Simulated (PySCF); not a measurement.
C2H6S, quintet, geometry from GFN2-xTB of the parent state (a higher spin typed on purpose: for a closed-shell molecule this is an excited state) (in this run its highest filled SCF level lies above zero, so its values depend strongly on the basis, on diffuse functions most of all); CAMB3LYP/STO-3G (PySCF).

Here is a job for PySCF.
```python
from pyscf import gto, scf, dft

mol = gto.Mole()
mol.atom = '''
    C     1.520616    0.691102   -0.005370
    C     0.011604    0.831165    0.003177
    S    -0.761806   -0.837889    0.000775
    H    -2.020391   -0.404145    0.009138
    H    -0.330410    1.349655    0.898847
    H    -0.339868    1.356605   -0.884748
    H     1.984528    1.675249   -0.003995
    H     1.855539    0.144186    0.873179
    H     1.846181    0.151063   -0.891656
'''
mol.basis = 'sto-3g'
mol.charge = 0
mol.spin = 4
mol.verbose = 5
mol.build()

mf = dft.UKS(mol)
mf.xc = 'camb3lyp'
mf.kernel()
mf.analyze()
```

What the program printed (banner, timings and long lists left out):

```
PySCF version 2.14.0

[INPUT] verbose = 5
[INPUT] max_memory = 4000
[INPUT] num. atoms = 9
[INPUT] num. electrons = 34
[INPUT] charge = 0
[INPUT] spin (= nelec alpha-beta = 2S) = 4
[INPUT] symmetry False subgroup None
[INPUT] Mole.unit = angstrom
[INPUT] Symbol           X                Y                Z      unit          X                Y                Z       unit  Magmom
[...]
[INPUT] ---------------- BASIS SET ----------------
[INPUT] l, kappa, [nprim/nctr], expnt,             c_1 c_2 ...
[INPUT] C
[...]
                                13.045096         0.53532814
                                3.5305122         0.44463454
[...]
                                0.6834831         0.39951283
                                0.2222899         0.70011547
[...]
                                0.6834831         0.60768372
                                0.2222899         0.39195739
[INPUT] S
[...]
                                97.1095183        0.5353281423
                                26.28162542       0.4446345422
[...]
                                7.745117521       0.3995128261
                                2.518952599       0.7001154689
[...]
                                0.5661400518      0.2255954336
                                0.2215833792      0.900398426
[...]
                                7.745117521       0.6076837186
                                2.518952599       0.3919573931
[...]
                                0.5661400518      0.5951670053
                                0.2215833792      0.462001012
[INPUT] H
[...]
                                0.62391373        0.53532814
                                0.1688554         0.44463454

nuclear repulsion = 107.456703159374
number of shells = 17
number of NR pGTOs = 75
number of NR cGTOs = 25
basis = sto-3g
ecp = {}

******** <class 'pyscf.dft.uks.UKS'> ********
method = UKS
initial guess = minao
damping factor = 0
level_shift factor = 0
DIIS = <class 'pyscf.scf.diis.CDIIS'>
diis_start_cycle = 1
diis_space = 8
diis_damp = 0
SCF conv_tol = 1e-09
SCF conv_tol_grad = None
SCF max_cycles = 50
direct_scf = True
direct_scf_tol = 1e-13
number electrons alpha = 19  beta = 15
XC library pyscf.dft.libxc version 7.1.2
    S. Lehtola, C. Steigemann, M. J. T. Oliveira, and M. A. L. Marques,  SoftwareX 7, 1–5 (2018)
XC functionals = camb3lyp
    T. Yanai, D. P. Tew, and N. C. Handy,  Chem. Phys. Lett. 393, 51 (2004)
radial grids:
    Treutler-Ahlrichs [JCP 102, 346 (1995); DOI:10.1063/1.469408] (M4) radial grids

becke partition: Becke, JCP 88, 2547 (1988); DOI:10.1063/1.454033
pruning grids: <function nwchem_prune>
grids dens level: 3
symmetrized grids: False
atomic radii adjust function: <function treutler_atomic_radii_adjust>
small_rho_cutoff = 0
Set gradient conv threshold to 3.16228e-05
atom C rad-grids = 75, ang-grids = [ 50  50  50  50  50  50  50  50  50  50  50  50  50  50  50  50  50  50
  50  50  50  50  86  86  86  86  86  86  86  86  86  86 266 266 266 266
 266 266 302 302 302 302 302 302 302 302 302 302 302 302 302 302 302 302
 302 302 302 302 266 266 266 266 266 266 266 266 266 266 266 266 266 266
 266 266 266]
atom S rad-grids = 80, ang-grids = [ 50  50  50  50  50  50  50  50  50  50  50  50  50  50  50  50  50  50
  50  50  50  50  50  50  86  86  86  86  86  86  86  86  86  86  86  86
  86 350 350 350 350 350 350 350 350 350 434 434 434 434 434 434 434 434
 434 434 434 434 434 434 434 434 434 434 350 350 350 350 350 350 350 350
 350 350 350 350 350 350 350 350]
atom H rad-grids = 50, ang-grids = [ 50  50  50  50  50  50  50  50  50  50  50  50  50  50  50  86  86  86
  86 266 266 266 266 266 302 302 302 302 302 302 302 302 302 302 302 302
 302 266 266 266 266 266 266 266 266 266 266 266 266 266]
tot_boxes 2340, boxes in each direction [13 11 10]
Padding 4 grids
tot grids = 105968
nelec by numeric integration = [16.84646721 16.84646721]
E1 = -861.846059453228  E2 = 281.9251402981712  Ecoul = 320.7142481394764  Exc = -38.78910784130524
[...]
converged SCF energy = -471.904262589466  <S^2> = 6.0014877  2S+1 = 5.0005951
Total Energy =                        -471.904262589466157
[...]
8 H 1s          -0.04615  -0.01358   0.10501  -0.11112   0.43217
               #21       #22       #23       #24       #25
0 C 1s          -0.00268   0.00272  -0.01176   0.00784  -0.00000
0 C 2s           0.12475  -0.10951   0.57108  -0.35593   0.00000
0 C 2px          0.65106  -0.14429  -0.15077   0.00690  -0.00231
0 C 2py          0.07785   0.48684  -0.16355  -0.32350   0.00170
0 C 2pz         -0.00315   0.00266   0.00016  -0.00130  -0.43579
1 C 1s          -0.00763  -0.00435   0.00033  -0.00988  -0.00000
1 C 2s           0.39297   0.20440  -0.01265   0.45271   0.00000
1 C 2px          0.37058  -0.29111  -0.47575   0.01684   0.00318
1 C 2py         -0.02385  -0.06974   0.26424   0.35398  -0.00233
1 C 2pz         -0.00206   0.00127   0.00355   0.00129   0.59954
2 S 1s          -0.00017  -0.00056  -0.00008  -0.00001   0.00000
2 S 2s           0.00262   0.00863   0.00125   0.00020  -0.00000
2 S 3s          -0.05166  -0.18121  -0.02545   0.01019   0.00000
2 S 2px         -0.00184  -0.00838  -0.00642  -0.00039   0.00002
2 S 2py          0.00277   0.00994   0.00150   0.00003  -0.00001
2 S 2pz          0.00002   0.00008   0.00004   0.00000   0.00294
2 S 3px          0.04667   0.19711   0.15084   0.01946  -0.00038
2 S 3py         -0.05773  -0.23989  -0.03472   0.01410   0.00028
2 S 3pz         -0.00047  -0.00198  -0.00093  -0.00005  -0.07201
3 H 1s           0.13038   0.36606   0.13895   0.02808  -0.00000
4 H 1s          -0.09315  -0.18150  -0.20162  -0.35605  -0.38357
5 H 1s          -0.09315  -0.18150  -0.20162  -0.35605   0.38357
6 H 1s          -0.37856  -0.27318  -0.10669   0.42094   0.00000
7 H 1s          -0.19524   0.31205  -0.30925   0.05345   0.27493
8 H 1s          -0.19524   0.31205  -0.30925   0.05345  -0.27494

To work with the spin densities directly, `use mulliken_meta_spin()` only printing them here.

 ** Mulliken spin pop alpha/beta on meta-lowdin orthogonal AOs **
 ** Mulliken Spin Density (per AO)  **
spin_pop of  0 C 1s        0.00000
spin_pop of  0 C 2s       -0.00496
spin_pop of  0 C 2px      -0.02136
spin_pop of  0 C 2py      -0.00328
spin_pop of  0 C 2pz      -0.00299
spin_pop of  1 C 1s        0.00002
spin_pop of  1 C 2s        0.11839
spin_pop of  1 C 2px       0.09506
spin_pop of  1 C 2py       0.56798
spin_pop of  1 C 2pz       0.02032
spin_pop of  2 S 1s        0.00000
spin_pop of  2 S 2s        0.00029
spin_pop of  2 S 3s        0.16804
spin_pop of  2 S 2px       0.00054
spin_pop of  2 S 2py       0.00072
spin_pop of  2 S 2pz       0.00053
spin_pop of  2 S 3px       0.40223
spin_pop of  2 S 3py       0.91709
spin_pop of  2 S 3pz       0.96920
spin_pop of  3 H 1s        0.69339
spin_pop of  4 H 1s        0.01563
spin_pop of  5 H 1s        0.01563
spin_pop of  6 H 1s        0.02883
spin_pop of  7 H 1s        0.00935
spin_pop of  8 H 1s        0.00935
 ** Mulliken Spin Density (per atom)  **
spin density of  0 C =     -0.03259
spin density of  1 C =      0.80178
spin density of  2 S =      2.45864
spin density of  3 H =      0.69339
spin density of  4 H =      0.01563
spin density of  5 H =      0.01563
spin density of  6 H =      0.02883
spin density of  7 H =      0.00935
spin density of  8 H =      0.00935
 ** Mulliken pop alpha/beta on meta-lowdin orthogonal AOs **
 ** Mulliken pop       alpha | beta **
[...]
In total            19.00000 | 15.00000
 ** Mulliken atomic charges   ( Nelec_alpha | Nelec_beta ) **
charge of  0C =     -0.15178  (     3.05960      3.09218 )
charge of  1C =     -0.21598  (     3.50888      2.70710 )
charge of  2S =      0.49194  (     8.98335      6.52471 )
charge of  3H =     -0.29680  (     0.99509      0.30170 )
charge of  4H =      0.03400  (     0.49081      0.47518 )
charge of  5H =      0.03400  (     0.49081      0.47518 )
charge of  6H =      0.03517  (     0.49683      0.46800 )
charge of  7H =      0.03472  (     0.48732      0.47797 )
charge of  8H =      0.03472  (     0.48732      0.47797 )
Dipole moment(X, Y, Z, Debye):  0.94696, -1.52346, -0.01096
```
